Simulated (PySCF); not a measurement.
**CH4NO−, a complex of two parts as drawn: interaction energy**

One table from this session's results is given with a row withheld; the runs are named, their logs left out.

Programs: PySCF 2.14.0. All values are calculated, for the isolated system unless a continuum is named. Atoms count from 0, parts from 1.

## The system as given

7 atoms, charge -1, multiplicity 1; geometry: GFN2-xTB. Parts: 1 = atoms 0–5, `NC=O`, charge 0; 2 = atom 6, `[H-]`, charge -1.

The first run:

Job settings and geometry (Å):

```
{"job": {"xc": "PBE0", "basis": "def2-SVPD", "d3": "d3bj", "grid": 2, "kind": "geom", "shake": 0.01}, "charge": -1, "multiplicity": 1, "parts": [{"atoms": "0-5", "charge": 0, "multiplicity": 1}, {"atoms": "6-6", "charge": -1, "multiplicity": 1}]}
N     -0.624748    -0.011953    -0.027146
C      0.665706     0.012943    -0.056305
O      1.397850    -0.955008    -0.133940
H     -1.193742     0.889437     0.316140
H     -1.096393    -0.897901     0.021820
H      1.079490     1.053914    -0.040690
H     -1.935077     1.924557     0.806176
```

Run with:

```bash
$ OMP_NUM_THREADS=1 python cluster_run.py task.json out
```

This one command runs all jobs of the session in turn.

Among the steps run: Geometry optimisation at PBE0-D3(BJ)/def2-SVPD; Coupled-cluster interaction energy: CCSD(T) and MP2.

One table of the session follows, with a row left open; its other results are not shown here.

It belongs to the step «Coupled-cluster interaction energy: CCSD(T) and MP2». 

```
                 method  interaction energy (kcal/mol)
         HF/aug-cc-pVDZ                        -190.94
        MP2/aug-cc-pVDZ                        -171.74
       CCSD/aug-cc-pVDZ                        -162.14
    CCSD(T)/aug-cc-pVDZ                        -153.32
         HF/aug-cc-pVTZ                        -192.38
        MP2/aug-cc-pVTZ                        -176.09
    SCS-MP2/aug-cc-pVTZ                        -172.61
      MP2, extrapolated                              ?
CCSD(T), limit estimate                        -158.89
```

Q: Estimate the row for MP2, extrapolated from the others.

The run gave: interaction energy (kcal/mol): -177.32. In the column «interaction energy (kcal/mol)» it lies between HF/aug-cc-pVDZ (-190.94) and MP2/aug-cc-pVTZ (-176.09).

At this geometry H3 and H6 of different parts have joined to H2 (0.78 Å), so this energy is mostly that of cutting a chemical bond between strained fragments, not an intermolecular interaction.

Caveats from the session: At this geometry a test (T1, the size of the triples or of CCSD(T) less MP2, charge moved between the parts) flags the run, so its CCSD(T) estimate is not taken as a benchmark. The interaction energy leaves out the deformation of the parts, 133.0 kcal/mol at MP2. So large a deformation means that a part is far from its own minimum, so a sum across the two methods would be rough.
